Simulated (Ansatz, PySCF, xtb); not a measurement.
Homolysis of single bonds, series In F-OH. Isolated molecules, 0 K electronic values unless said otherwise. One relaxed conformer stands for each flexible species; it need not be the lowest. Strings in code marks are SMILES.

Quantity: homolytic bond dissociation enthalpy at 298 K (no spin–orbit term), in kcal/mol. Thermal and zero-point terms are GFN2-xTB rigid-rotor harmonic values (xtb).

Level 1: PBE-D3(BJ)/def2-TZVP // M06-2X/def2-TZVP (PySCF)
Level 2: B3LYP/6-311+G** (LANL2DZ on In) // M06-2X/def2-TZVP (PySCF)
Level 3: BP86/6-31G* (LANL2DZ on In) // M06-2X/def2-TZVP (PySCF)
Level 4: HF/def2-TZVPP // M06-2X/def2-TZVP (Ansatz, a program for electronic structure)

| species | level 1 | level 2 | level 3 | level 4 |
|---|---|---|---|---|
| O–In bond of `[OH][In]([OH])[F]` (H–O–In–F torsion 0°, F–In–O–H torsion -180°), giving `[OH]` and `[OH][In][F]` (H–O–In–F torsion 180°) | 79.6 | 85.3 | 90.6 | 48.7 |
| In–F bond of `[OH][In]([OH])[F]` (H–O–In–F torsion 0°, F–In–O–H torsion -180°), giving `[F]` and `[OH][In][OH]` (H–O–In–O torsion 0°, O–In–O–H torsion 180°) | 108.0 | 115.3 | 119.6 | 70.3 |
| O–In bond of `[OH][In]([OH])[OH]`, giving `[OH]` and `[OH][In][OH]` (H–O–In–O torsion 0°, O–In–O–H torsion 180°) | 81.3 | 86.3 | 90.4 | 49.6 |
